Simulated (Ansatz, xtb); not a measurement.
## CH5BN: where a starting geometry ends

The starting geometry of this gas-phase doublet was built from a drawn formula by distance geometry and a force field; its bonds are those of `[CH2+][BH2-][NH]`.

```
atom    x (Å)    y (Å)    z (Å)
   C  -0.4980   0.5846   0.5531
   B  -1.1369   1.6948  -0.3017
   N  -1.3681   1.2017  -1.7397
   H  -0.2605  -0.4385   0.1092
   H  -0.2893   0.7365   1.5979
   H  -2.1817   2.0312   0.1392
   H  -0.4180   2.6418  -0.3522
   H  -2.2041   0.6182  -1.7328
```

Question: Predict what becomes of its bonds when it is optimised with r2SCAN-D4/def2-SVP.

Answer: It rearranges to `CB[NH]`. Distances that change by over a tenth: B2–N3 (1.54 → 1.34 Å). Contacts that open: B2–H7 (1.19 → 2.21 Å). Contacts that close: C1–H7 (2.25 → 1.10 Å).

The energy falls by 3.68 eV over 23 steps:

| step | E − E(last) (eV) |
| --- | --- |
| 1 | 3.681 |
| 3 | 3.182 |
| 6 | 2.744 |
| 8 | 1.252 |
| 11 | 0.215 |
| 13 | 0.087 |
| 16 | 0.023 |
| 18 | 0.012 |
| 21 | 0.000 |
| 23 | 0.000 |

Final geometry (Å):

```xyz
8

C    -0.2792    0.9599    0.4723
B    -1.5069    1.4543   -0.3997
N    -1.9654    0.8956   -1.5325
H     0.2176    0.0707    0.0592
H    -0.6222    0.7344    1.4957
H    -2.1343    2.4521   -0.0348
H     0.4601    1.7727    0.5644
H    -2.5263    0.7306   -2.3515
```

From the same start GFN2-xTB ends elsewhere, at `[CH2]BN`.

The end wasn't checked by frequencies. Open shells are spin-unrestricted. Run with Ansatz 0.2.0, 2.3 min on 1 thread of Arm Neoverse V1, with other jobs on the host.
